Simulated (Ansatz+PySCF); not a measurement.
Two shapes of singlet H2O2 in separate pieces.

Shape 1:

```xyz
4

O     0.0000    0.0000   -0.1085
H     0.0000    0.0000    0.8679
O    29.9996   -0.1059   -0.0237
H    30.0032    0.8471    0.1892
```

Shape 2:

```xyz
4

O     0.0000    0.0000   -0.1085
H     0.0000    0.0000    0.8679
O    10.0000    0.0000   -0.1085
H    10.0000    0.0000    0.8679
```

Basis set: cc-pVDZ (spherical functions). Left uncorrelated: 2 orbitals. Charge 0, multiplicity 1.

Computed with Ansatz (development build ahead of 0.2.0); each method stands on the lowest determinant of its kind that the runs found.

(1) Which shape is lower in energy, and by how much in each method?

Results:

(1)

```
              method  E(2) − E(1) (eV)
                 RHF            -0.481
        UHF-CCSDT(Q)             0.002
   PBE0 (restricted)            -0.119
 PBE0 (unrestricted)             0.002
ωB97X (unrestricted)             0.002
```

Shape 2 is lower, bar methods that put the two within 0.005 eV. Caution for RHF, PBE0 (restricted): an unrestricted determinant lies well below. Caution for UHF-CCSDT(Q): bonds are stretched, where a single reference can fail. Caution for UHF-CCSDT(Q), PBE0 (unrestricted), ωB97X (unrestricted): the unrestricted determinant is a mixture of spin states; the determinant breaks the point group. Caution for PBE0 (restricted), PBE0 (unrestricted), ωB97X (unrestricted): charge can spread falsely over distant fragments.
